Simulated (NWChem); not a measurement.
System: dichloromethane (CH$_{2}$Cl$_{2}$); SMILES ClCCl

NWChem input:

```
start job
memory heap 200 mb stack 900 mb global 1100 mb
geometry units angstroms noautoz
  Cl     1.477601     0.000000     0.207438
  C      0.000000     0.000000    -0.763020
  Cl    -1.477601     0.000000     0.207438
  H      0.000000     0.901498    -1.385988
  H      0.000000    -0.901498    -1.385988
end
basis spherical
  * library 3-21g
end
dft
  xc b3lyp
  iterations 150
  mulliken
end
task dft energy
```

All runs use the structure optimised with PBE0/def2-SVP. B3LYP is NWChem's, with the RPA form of VWN correlation.

Question: What results follow from this input? (B3LYP/3-21G.) Quantities: basis functions; energy (Ha); highest occupied level (eV); orbital gap (eV); dipole (D).

Answer: 
```
Item                          Result
---------------------------  -------
number of basis functions         39
energy (Ha)                  -955.07
highest occupied level (eV)    -8.47
orbital gap (eV)                8.31
dipole (D)                      2.01
```
